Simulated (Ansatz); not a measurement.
`C=C(O)C(=C)F`, relaxed with RKS PBE0-D4/def2-TZVP in Ansatz from a PBE-D4/def2-SVP geometry. The force threshold is 0.005 eV/Å; the program also tests the step.

Total charge 0; spin multiplicity 1.

Start:

```xyz
11

C     0.562    1.318   -1.058
C     0.055    0.176   -0.534
O    -0.466   -0.858   -1.253
C     0.011   -0.077    0.919
C    -0.475   -1.182    1.513
F     0.520    0.933    1.655
H     0.585    1.486   -2.146
H     0.961    2.097   -0.398
H    -0.406   -0.627   -2.199
H    -0.884   -1.990    0.895
H    -0.463   -1.277    2.607
```

```tsv
step	energy (eV)	largest force (eV/Å)	largest move (Å)
1	-8985.9907	0.599	0.000
2	-8986.0491	0.162	0.029
3	-8986.0531	0.027	0.009
4	-8986.0532	0.016	0.002
5	-8986.0532	0.007	0.002
6	-8986.0532	0.001	0.000
```

End:

```xyz
11

C     0.556    1.303   -1.046
C     0.058    0.181   -0.527
O    -0.459   -0.845   -1.247
C     0.009   -0.081    0.911
C    -0.469   -1.167    1.496
F     0.514    0.918    1.647
H     0.578    1.468   -2.117
H     0.949    2.074   -0.401
H    -0.404   -0.626   -2.181
H    -0.873   -1.964    0.891
H    -0.458   -1.262    2.573
```

Hardware: 4 threads of an Arm Neoverse V2 on a shared host. Wall time 19 s, peak host memory 0.55 GiB.
